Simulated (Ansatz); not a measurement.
System: bcc Nb. Method: PBEsol-D3(BJ) in Ansatz (PAW).

Numerical settings: plane-wave cutoff 520 eV, 24×24×24 k mesh, Fermi–Dirac smearing 0.05 eV, no spin polarisation, scalar-relativistic PAW data made under PBE.

A third-order Birch–Murnaghan fit to the energies gives V0 = 16.827 Å³/atom, B0 = 195 GPa, B′ = 3.8.

| V (Å³/atom) | P (GPa) |
|---|---|
| 15.825 | 13.45 |
| 16.162 | 8.50 |
| 16.498 | (withheld) |
| 16.835 | -0.09 |
| 17.172 | -3.80 |
| 17.508 | -7.18 |
| 17.845 | (withheld) |

Q: Estimate the withheld pressures from this fit; the answers are the runs' own values.

A: 
- 16.498, P (GPa): 4.00
- 17.845, P (GPa): -10.25

The formula P = (3/2) B0 (x^(7/3) − x^(5/3)) [1 + (3/4)(B′ − 4)(x^(2/3) − 1)] with x = V0/V meets the computed pressures within 0.02 GPa when these rounded values are put in.

Measured, for comparison: bulk modulus 173 GPa (0 K value with the zero-point phonon effect removed; as tabulated in Mejia-Rodriguez and Trickey (2018), arXiv:1807.09216); equilibrium volume per atom 17.87 Å³/atom (static lattice: zero-point anharmonic expansion removed; as tabulated in Mejia-Rodriguez and Trickey (2018), arXiv:1807.09216). Computed (rounded) less measured: bulk modulus +13 %, equilibrium volume per atom -5.8 %.

Computed values are for the static lattice.

Ansatz is a quantum-chemistry and plane-wave program.
